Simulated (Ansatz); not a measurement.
# Crystal structures of nickel under PBEsol

Theory: DFT, PBEsol, plane waves (420 eV) with PAW, scalar-relativistic (Ansatz). (PAW data from PBE, frozen cores regenerated.)

Each structure is relaxed within its own symmetry, so a high-lying one may be dynamically unstable.

Question: Rank these structures of nickel by energy per atom, lowest first.
A. dhcp
B. fcc
C. simple cubic
D. bcc
E. diamond
F. hcp
G. A15
H. omega (AlB2-type)

Answer: B (0 meV/atom), A (12 meV/atom), F (26 meV/atom), D (106 meV/atom), H (136 meV/atom), G (153 meV/atom), C (773 meV/atom), E (1352 meV/atom).

```tsv
structure	ΔE (meV/atom)	V (Å³/atom)	cell	magnetic state
fcc	0	10.39	a = 3.464 Å	ferromagnetic, net 0.62 μB per atom
dhcp	12	10.39	a = 2.447 Å, c = 8.018 Å (c/a = 3.277)	ferromagnetic, net 0.63 μB per atom
hcp	26	10.41	a = 2.448 Å, c = 4.014 Å (c/a = 1.640)	ferromagnetic, net 0.64 μB per atom
bcc	106	10.46	a = 2.756 Å	ferromagnetic, net 0.54 μB per atom
omega (AlB2-type)	136	10.59	a = 3.928 Å, c = 2.379 Å (c/a = 0.606)	ferromagnetic, net 0.62 μB per atom
A15	153	10.62	a = 4.396 Å	ferromagnetic, net 0.58 μB per atom
simple cubic	773	11.98	a = 2.288 Å	ferromagnetic, net 0.52 μB per atom
diamond	1352	15.69	a = 5.007 Å	ferromagnetic, net 0.80 μB per atom
```

ΔE counts from fcc.

Differences under about 8 meV lie within the error of the k-point mesh.
